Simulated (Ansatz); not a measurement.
Ansatz (an electronic-structure program) input (CCSD(T)/aug-cc-pVDZ):

Ansatz 0.2 input:
```yaml
crystal:
  periodic: [false, false, false]
  atoms:
    - {symbol: C, position_ang: [-0.01757571, 0.09245593, 1.57136089]}
    - {symbol: C, position_ang: [-0.00253030, 0.02041354, 0.22468106]}
    - {symbol: H, position_ang: [-0.01957867, -0.94890930, 1.97860204]}
    - {symbol: C, position_ang: [0.00393210, 1.27502722, -0.63260020]}
    - {symbol: H, position_ang: [-0.00533690, 2.15164792, 0.01652705]}
    - {symbol: H, position_ang: [0.89047130, 1.33342414, -1.28748007]}
    - {symbol: H, position_ang: [-0.86819721, 1.32921117, -1.30690294]}
    - {symbol: C, position_ang: [0.00994611, -1.24288159, -0.63099270]}
    - {symbol: H, position_ang: [0.00510366, -2.13392940, 0.00074878]}
    - {symbol: H, position_ang: [-0.86054684, -1.30287082, -1.30779127]}
    - {symbol: H, position_ang: [0.89545144, -1.29866425, -1.28839789]}
basis:
  gaussian:
    orbitals: aug-cc-pVDZ
total_charge: -1
magnetization: {spin_polarized: false}
correlation: {method: ccsd_t, electrons: outside_noble_gas}
output: {forces: true}
```

Output:

```
Functional definition: HF
integrals: 0.48 GiB planned
1541 factors; integrals over basis functions are off by at most 7.9e-4 eV
mean field: 0.67 GiB planned
mean field evaluation 1: about -4226.7113 eV, gradient 3.1e1 eV
mean field evaluation 2: about -4226.7115 eV, gradient 3.1e1 eV
mean field evaluation 4: about -4230.0517 eV, gradient 4.5e0 eV
mean field evaluation 8: about -4230.1569 eV, gradient 2.3e-1 eV
mean field evaluation 16: about -4230.1459 eV, gradient 1.3e0 eV
mean field -4230.15738657 eV, -155.4554166527 hartree, gradient 1.9e-6 eV, S^2 0.000000; 0 other end points of the search recorded, 0 dependent functions left out
4 core orbitals not correlated
reference -4230.15738657 eV, -155.4554166527 hartree; 12, 12 occupied and 139, 139 virtual orbitals, 1541 factors
densities: 2.82 GiB planned
second order -16.33026902 eV of doubles, -0.00000000 eV of singles
coupled cluster: 1.44 GiB planned
cycle   1  -17.02850984 eV  change   -7.0e-1 eV  update   1.0e-1
cycle   2  -17.49540435 eV  change   -4.7e-1 eV  update   3.2e-2
cycle   3  -17.61058869 eV  change   -1.2e-1 eV  update   2.1e-2
cycle   4  -17.61571952 eV  change   -5.1e-3 eV  update   8.6e-3
cycle   5  -17.61170301 eV  change    4.0e-3 eV  update   6.5e-3
cycle   6  -17.61195079 eV  change   -2.5e-4 eV  update   3.3e-3
cycle   7  -17.61192069 eV  change    3.0e-5 eV  update   1.6e-3
cycle   8  -17.61154890 eV  change    3.7e-4 eV  update   7.5e-4
cycle   9  -17.61160741 eV  change   -5.9e-5 eV  update   3.2e-4
cycle  10  -17.61178559 eV  change   -1.8e-4 eV  update   1.3e-4
cycle  11  -17.61166429 eV  change    1.2e-4 eV  update   7.4e-5
cycle  12  -17.61167774 eV  change   -1.3e-5 eV  update   3.8e-5
cycle  13  -17.61166847 eV  change    9.3e-6 eV  update   2.2e-5
cycle  14  -17.61166467 eV  change    3.8e-6 eV  update   1.3e-5
cycle  15  -17.61167391 eV  change   -9.2e-6 eV  update   7.1e-6
cycle  16  -17.61167800 eV  change   -4.1e-6 eV  update   4.1e-6
perturbative correction -0.71690261 eV, -0.0263456849 hartree
the calculation of the forces begins
Total energy: -4248.48596718 eV, -156.1289795665 hartree
Atom 0 at    -0.017576     0.092456     1.571361 Å, force    -0.015630     0.292410     1.351856 eV/Å
Atom 1 at    -0.002530     0.020414     0.224681 Å, force     0.012589     0.065661    -1.154114 eV/Å
Atom 2 at    -0.019579    -0.948909     1.978602 Å, force    -0.001720    -0.353460     0.232441 eV/Å
Atom 3 at     0.003932     1.275027    -0.632600 Å, force     0.000743     0.015225    -0.070556 eV/Å
Atom 4 at    -0.005337     2.151648     0.016527 Å, force    -0.004049     0.401354     0.279535 eV/Å
Atom 5 at     0.890471     1.333424    -1.287480 Å, force     0.361157    -0.008950    -0.226553 eV/Å
Atom 6 at    -0.868197     1.329211    -1.306903 Å, force    -0.356019    -0.010668    -0.234473 eV/Å
Atom 7 at     0.009946    -1.242882    -0.630993 Å, force     0.000466    -0.025667    -0.036632 eV/Å
Atom 8 at     0.005104    -2.133929     0.000749 Å, force    -0.002246    -0.413830     0.293126 eV/Å
Atom 9 at    -0.860547    -1.302871    -1.307791 Å, force    -0.349507     0.018119    -0.221201 eV/Å
Atom 10 at     0.895451    -1.298664    -1.288398 Å, force     0.354216     0.019805    -0.213429 eV/Å
Dipole moment:     0.014898    -0.396011    -1.263091 e Å
```

It need not be the lowest isomer of its formula. Whether it binds its extra electron was not tested at this geometry.
